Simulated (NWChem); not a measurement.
## Total energies of CH₂

```xyz
3

C      0.0000     0.0000     0.1799
H      0.8622     0.0000    -0.5398
H     -0.8622     0.0000    -0.5398
```
Charge 0, spin multiplicity 1.

All runs are NWChem calculations. Structure: optimised with B3LYP/def2-SVP, a minimum by its harmonic frequencies.

Basis set: cc-pVTZ (58 functions).

| method | total energy (Ha) |
|---|---|
| RHF | -38.89154 |
| MP2 | -39.03061 |
| B2PLYP | -39.10604 |
| PBE | -39.07848 |
| B3LYP | -39.14981 |
| PBE0 | -39.08645 |
| CCSD(T) | -39.06120 |

Total energies of different functionals aren't comparable as a measure of quality: only differences taken within one method are. 

The correlated methods keep 1 core orbital frozen. B3LYP has NWChem's definition, with VWN1-RPA local correlation. The structure started from a generated list of species. Coupled-cluster values serve here as a point of comparison, not as the truth.
